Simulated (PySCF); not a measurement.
Isomers of C5H9F, one GFN2-xTB conformer each. Single-point energies are computed at PBE0/pcSseg-1 (PySCF, gas phase, no added dispersion term), electronic only.

```
       SMILES  GFN2-xTB relative energy (kJ/mol)
  C=C(F)C(C)C                                0.0
C=C[C@H](F)CC                               22.0
```

Conformers: `[CH2:1]=[C:2]([F:3])[CH:4]([CH3:5])[CH3:6]` with C1–C2–C4–C5 120°; `[CH2:1]=[CH:2][C@H:3]([F:4])[CH2:5][CH3:6]` with C1–C2–C3–F4 7°, C2–C3–C5–C6 -175°.

**Question.** What does PBE0/pcSseg-1 give for the same structures?

**Answer.** 
| SMILES | PBE0/pcSseg-1 E (Eh) | PBE0/pcSseg-1 (kJ/mol) | GFN2-xTB (kJ/mol) | point group |
| --- | --- | --- | --- | --- |
| C=C(F)C(C)C | -295.40422 | 0.0 | 0.0 | near Cs |
| C=C[C@H](F)CC | -295.39864 | 14.6 | 22.0 | C1 |

Both levels put the same isomer lowest. 

**Question.** Which frontier levels, dipoles and rotational constants go with these structures?

**Answer.** 
```json
{"SMILES": "C=C(F)C(C)C", "HOMO (eV, PBE0/pcSseg-1)": "-7.33", "LUMO (eV)": "0.62", "dipole (D)": "1.56", "A, B, C (MHz)": "4796, 2612, 2563"}
{"SMILES": "C=C[C@H](F)CC", "HOMO (eV, PBE0/pcSseg-1)": "-7.65", "LUMO (eV)": "0.29", "dipole (D)": "1.71", "A, B, C (MHz)": "7577, 2154, 1835"}
```

**Question.** As an exercise, what shares would exp(−E/RT) give at 1000 K from these electronic energies alone (no entropy, no degeneracies)?

**Answer.** RT = 8.314 kJ/mol: C=C(F)C(C)C 85.3 %, C=C[C@H](F)CC 14.7 %.
